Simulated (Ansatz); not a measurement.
# CH3Al: the cost of one run

The runs use Ansatz 0.2.0, Gaussian basis; PBE0-D4/def2-TZVP structures, single points in def2-TZVPP, no counterpoise correction.

Levels: SPW92, PBE-D4, BLYP-D4, r2SCAN-D4, B97M-V, PBE0-D4, B3LYP-D4, r2SCAN0-D4, BHLYP-D4, CAM-B3LYP-D4, wB97X-V, wB97M-V, B2PLYP, PBE-QIDH, RPA on PBE, Hartree-Fock, MP2, CCSD, CCSD(T).

Cores are frozen in the correlated methods. B3LYP uses VWN-RPA correlation. B2PLYP carries no dispersion term here.

94 further runs of the same task are left out: 94 set aside as unsound or not needed.

### Step 1. Where the work starts

The complex: 7 atoms, charge 0, spin multiplicity 1.

Atoms are counted from 1 here; the program's logs count them from 0.

Bond lengths: Al1–C4 1.991 Å, H2–H3 0.748 Å, C4–H5 1.098 Å, C4–H6 1.098 Å, C4–H7 1.098 Å. Angles: Al1–C4–H5 112.3°, Al1–C4–H6 110.8°, Al1–C4–H7 112.2°, H5–C4–H6 107.0°, H5–C4–H7 107.2°, H6–C4–H7 107.0°.

As a file:

```mol
CH5Al
  3D, bonds by distance, orders not assigned

  7  5  0  0  0  0  0  0  0  0999 V2000
   -1.6705    0.2496    0.4941 Al  0  0
    0.0567   -1.3331   -1.8247 H   0  0
   -0.6494   -1.5083   -1.9966 H   0  0
    0.2694    0.5921    0.7830 C   0  0
    0.8331   -0.3327    0.9618 H   0  0
    0.4257    1.2380    1.6573 H   0  0
    0.7349    1.0945   -0.0749 H   0  0
  1  4  8  0
  2  3  8  0
  4  5  8  0
  4  6  8  0
  4  7  8  0
M  END
```

Its parts: CH₃Al holds atoms 1, 4, 5, 6, 7; H₂ holds atoms 2, 3. Each part counts its atoms afresh in its own runs.

### Step 2. Relaxing CH₃Al alone

Contents of relax-a/in.yaml:

```yaml
crystal:
  periodic: [false, false, false]
  atoms:
    - {symbol: Al, position_ang: [-1.670482, 0.249564, 0.494114]}
    - {symbol: C, position_ang: [0.269428, 0.592105, 0.783001]}
    - {symbol: H, position_ang: [0.833133, -0.332687, 0.961753]}
    - {symbol: H, position_ang: [0.425671, 1.237981, 1.657293]}
    - {symbol: H, position_ang: [0.734919, 1.094518, -0.074867]}
basis:
  gaussian: {orbitals: def2-TZVP}
hamiltonian: {xc: pbe0, dispersion: d4}
relax: {f_tol: 0.005, max_steps: 200}
```

Launch:

```
$ ansatz run in.yaml --threads 2 --pin off --events-out ev --progress --plain --max-ram 4352MiB
```

**Question.** How long does this run take on 2 threads of Arm Neoverse V1, shared host?

About 3.1 s.
